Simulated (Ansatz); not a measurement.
Input for Ansatz (development build ahead of 0.2.0):

```yaml
crystal:
  periodic: [false, false, false]
  atoms:
    - { symbol: Na, position_ang: [0.0, 0.0, -0.15779] }
    - { symbol: H, position_ang: [0.0, 0.0, 1.73566] }
basis:
  gaussian: { orbitals: cc-pVTZ }
hamiltonian:
  xc: hf
correlation:
  method: mp2
  frozen_orbitals: { H: 0, Na: 1 }
```

The input is written out in the form of the current development build from the run's settings.

Results

* Converged: yes
* Reference energy: -162.39085 hartree
* Correlation energy: -0.03818 hartree
* Total energy: -162.42903 hartree
* Spin squared of the determinant: 0.000
